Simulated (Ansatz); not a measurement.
in.yaml

```yaml
crystal:
  periodic: [false, false, false]
  atoms:
    - {symbol: C, position_ang: [-0.124970, 0.000000, 0.000000]}
    - {symbol: H, position_ang: [-0.488176, 1.027301, 0.000000]}
    - {symbol: H, position_ang: [-0.488176, -0.513650, 0.889668]}
    - {symbol: H, position_ang: [-0.488176, -0.513650, -0.889669]}
    - {symbol: H, position_ang: [0.964647, 0.000000, 0.000000]}
    - {symbol: H, position_ang: [1.989030, 0.000000, 0.000000]}
basis:
  gaussian: {orbitals: cc-pVDZ}
magnetization: {spin_polarized: true, initial_magnetization: 1}
hamiltonian: {xc: {name: B2PLYP}}
correlation: {electrons: outside_noble_gas}
```

```sh
$ ansatz run in.yaml --threads 1 --pin off --events-out ev --progress --plain --max-ram 2393MiB
```

Output:

```
345 factors; integrals over basis functions are off by at most 1.3e-3 eV
mean field evaluation 1: about -1110.1389 eV, gradient 2.1e1 eV
mean field evaluation 2: about -1110.1374 eV, gradient 2.1e1 eV
mean field evaluation 4: about -1112.3139 eV, gradient 1.1e0 eV
mean field evaluation 8: about -1112.3289 eV, gradient 1.4e-2 eV
mean field evaluation 16: about -1112.3289 eV, gradient 1.1e-6 eV
mean field -1112.32891978 eV, -40.8773338384 hartree, gradient 1.1e-6 eV, S^2 0.756213; 0 other end points of the search recorded, 0 dependent functions left out
1 core orbitals not correlated: weight in the atoms' cores, before any rotation towards them, 1.000 or more for the frozen orbitals, at most 0.000 for the correlated occupied ones
reference -1112.32904475 eV, -40.8773384310 hartree; 5, 4 occupied and 33, 34 virtual orbitals, 345 factors
second order -5.57787970 eV of doubles, -0.00000000 eV of singles
Total energy: -1113.83507227 eV, -40.9326839214 hartree
```

Ran on 1 thread of Intel Xeon 6975P-C, shared host: 0.54 s wall, 0.18 GiB peak host memory.
